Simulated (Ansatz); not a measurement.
**How the lattice constant a of Ir (model structure, started from the omega type, P6/mmm, No. 191, 3 atoms in the cell) moves with the method**

No measured value is used here.

```tsv
level (code)	value (Å)
PBE (Ansatz)	4.381
PBEsol (Ansatz)	4.335
PBE-D3(BJ) (Ansatz)	4.348
```

Density-functional levels without +SOC have no spin–orbit coupling. Ansatz's density-functional and Hartree–Fock values are scalar-relativistic unless marked +SOC, with PAW data made under PBE.

A model structure was made by putting elements into a prototype or built by hand; it is no filed structure, need not be a known phase, and can be a saddle point held by its symmetry.

Ansatz is a quantum-chemistry and plane-wave program.
